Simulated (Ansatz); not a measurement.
# AlNH4 (triplet): wave-function methods side by side at distance Al1–H4 along a hydrogen transfer = 1.698 Å, cc-pVDZ

How much of the correlation energy of AlNH4 (triplet) does each wave-function method recover here?

Program: Ansatz 0.2.0, Gaussian basis. Level of theory: cc-pVDZ, core rule «outside noble gas», up to 6 orbitals frozen. These are calculated values, not measurements.

Plan: UHF; CCSD(T) on ROHF; CCSD(T) on UHF; BCCD(T) on ROHF; CISD; CCSDT(Q) on ROHF; CCSDT(Q) on UHF; CASSCF and MRCISD+Q, 4 electrons in 4 orbitals; CASSCF and NEVPT2, 4 electrons in 4 orbitals.

5 further runs of the same task are left out: 3 that didn't finish, 2 set aside as unsound or not needed.

### 1 The geometry

The geometry derives from fragments relaxed apart (PBE0/def2-TZVP) and kept rigid, so it is no stationary point. A hydrogen atom is moved between rigid fragments.

6 atoms, charge 0, spin multiplicity 3.

Atoms are counted from 1 here; the program's logs count them from 0.

Bond lengths: Al1–H2 1.586 Å, Al1–H3 1.586 Å, Al1–H4 1.698 Å, N5–H6 1.040 Å. Angles: H2–Al1–H3 120.0°, H2–Al1–H4 120.0°, H3–Al1–H4 120.0°.

### 2 UHF

in.yaml

```yaml
crystal:
  periodic: [false, false, false]
  atoms:
    - {symbol: Al, position_ang: [-1.145139, 0.022483, 0.000000]}
    - {symbol: H, position_ang: [-1.938062, 1.395868, 0.000000]}
    - {symbol: H, position_ang: [-1.938063, -1.350901, 0.000000]}
    - {symbol: H, position_ang: [0.552861, 0.022483, 0.000000]}
    - {symbol: N, position_ang: [2.262861, 0.022483, 0.000000]}
    - {symbol: H, position_ang: [2.531943, -0.981743, 0.000000]}
basis:
  gaussian: {orbitals: cc-pVDZ}
magnetization: {spin_polarized: true, initial_magnetization: 2}
hamiltonian: {xc: hf}
output: {orbitals: {seedname: orbitals}}
```

Run with:

```sh
$ ansatz run in.yaml --threads 1 --pin off --events-out ev --progress --plain --max-ram 2393MiB
```

The runs that follow: CCSD(T) on ROHF; CCSD(T) on UHF; BCCD(T) on ROHF; CISD; CCSDT(Q) on ROHF; CCSDT(Q) on UHF; CASSCF and MRCISD+Q, 4 electrons in 4 orbitals; CASSCF and NEVPT2, 4 electrons in 4 orbitals.

**Question.** What will the summary of the whole plan be? Wanted: UCCSDT(Q) below the RHF energy; RMP2 from UCCSDT(Q); UMP2 from UCCSDT(Q); RCCSD from UCCSDT(Q); RCCSD(T) from UCCSDT(Q); UCCSD(T) from UCCSDT(Q); RCCSDT(Q) from UCCSDT(Q); NEVPT2 pair from UCCSDT(Q); MRCISD+Q pair from UCCSDT(Q).

**Answer**, as computed:

```
                         quantity                                                                  value
   UCCSDT(Q) below the RHF energy                                                             -6.7095 eV
              RMP2 from UCCSDT(Q)                                                            +1339.6 meV
              UMP2 from UCCSDT(Q)                                                            +1332.2 meV
             RCCSD from UCCSDT(Q)                                                             +135.4 meV
          RCCSD(T) from UCCSDT(Q)                                                              +31.3 meV
          UCCSD(T) from UCCSDT(Q)                                                              +30.3 meV
         RCCSDT(Q) from UCCSDT(Q)                                                               +1.2 meV
       NEVPT2 pair from UCCSDT(Q)                                                            +1268.7 meV
     MRCISD+Q pair from UCCSDT(Q)                                                              +31.0 meV
levels within 1 kcal/mol (43 meV)  RCCSD(T), UCCSD(T), BCCD(T), RCCSDT, UCCSDT, RCCSDT(Q), MRCISD+Q pair
                    T1 diagnostic                                                                  0.023
```

RCCSD(T) misses by +31.3 meV, 0.5 % of the correlation energy. Of the multireference levels listed MRCISD+Q pair comes nearest in total energy (+31.0 meV), which doesn't show that its space is the better one. These misses are within one basis, not against nature; the frozen cores of restricted and unrestricted runs differ, which can shift their rows.
